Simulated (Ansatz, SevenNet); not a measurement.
Voigt–Reuss–Hill bulk modulus (GPa) of 20 elemental solids other than molecular ones, computed with the machine-learned potential SevenNet-l3i5 (trained on PBE and PBE+U data) and with PBE (PAW; Ansatz, an electronic-structure program). The set holds measured phases with no doubt noted on the run or the magnetic state but for the caveats below. Solids without a value at one level (not run, failed, or a magnetic order lost), or held back for tests, aren't counted.

All rows, in order of the shift (worked out from unrounded values):

```json
[
 {"solid": "double-hcp La", "SevenNet-l3i5": "27.9", "PBE": "24.9", "shift (%)": "-10.9"},
 {"solid": "hcp Be", "SevenNet-l3i5": "135", "PBE": "123", "shift (%)": "-8.6"},
 {"solid": "hcp Sc", "SevenNet-l3i5": "57.9", "PBE": "54.3", "shift (%)": "-6.1"},
 {"solid": "hcp Ti", "SevenNet-l3i5": "118", "PBE": "112", "shift (%)": "-5.4"},
 {"solid": "body-centred tetragonal In", "SevenNet-l3i5": "36.6", "PBE": "35.5", "shift (%)": "-3.1"},
 {"solid": "hcp Os", "SevenNet-l3i5": "407", "PBE": "397", "shift (%)": "-2.3"},
 {"solid": "hcp Mg", "SevenNet-l3i5": "36.9", "PBE": "36.1", "shift (%)": "-2.0"},
 {"solid": "hcp Ru", "SevenNet-l3i5": "315", "PBE": "312", "shift (%)": "-0.9"},
 {"solid": "α-phase Ga", "SevenNet-l3i5": "48.9", "PBE": "48.4", "shift (%)": "-0.8"},
 {"solid": "hcp Hf", "SevenNet-l3i5": "106", "PBE": "107", "shift (%)": "+0.6"},
 {"solid": "hcp Zr", "SevenNet-l3i5": "92.8", "PBE": "93.5", "shift (%)": "+0.8"},
 {"solid": "hcp Tl", "SevenNet-l3i5": "25.7", "PBE": "26.2", "shift (%)": "+1.8"},
 {"solid": "hcp Lu", "SevenNet-l3i5": "45.6", "PBE": "46.6", "shift (%)": "+2.2"},
 {"solid": "hcp Re", "SevenNet-l3i5": "356", "PBE": "364", "shift (%)": "+2.4"},
 {"solid": "hcp Y", "SevenNet-l3i5": "39.9", "PBE": "41.0", "shift (%)": "+2.9"},
 {"solid": "hcp Tc", "SevenNet-l3i5": "290", "PBE": "300", "shift (%)": "+3.1"},
 {"solid": "white tin (β-Sn)", "SevenNet-l3i5": "43.8", "PBE": "47.4", "shift (%)": "+8.3"},
 {"solid": "hcp Zn", "SevenNet-l3i5": "61.8", "PBE": "67.0", "shift (%)": "+8.5"},
 {"solid": "hcp Cd", "SevenNet-l3i5": "30.9", "PBE": "40.3", "shift (%)": "+30"},
 {"solid": "hcp Co", "SevenNet-l3i5": "86.9", "PBE": "212", "shift (%)": "+144"}
]
```

The shift from SevenNet-l3i5 to PBE has a median of +0.7 %, and eight in ten lie between -6.4 % and +10.7 %; PBE is the larger in 11 of 20. Each level is at its own cell, so the shift holds the change of volume too.

Ansatz's runs of these crystals have no spin polarisation, but for hcp Co.

Density-functional runs with spin start from parallel moments for hcp Co.

Spin–orbit coupling is left out, also for the solids with elements from indium on (body-centred tetragonal In, hcp Os, white tin (β-Sn), double-hcp La, hcp Tl, hcp Re, hcp Hf, hcp Lu); its size isn't shown.

Each level is taken at its own relaxed cell. Ansatz's density-functional and Hartree–Fock values are scalar-relativistic unless marked +SOC, with PAW data made under PBE.
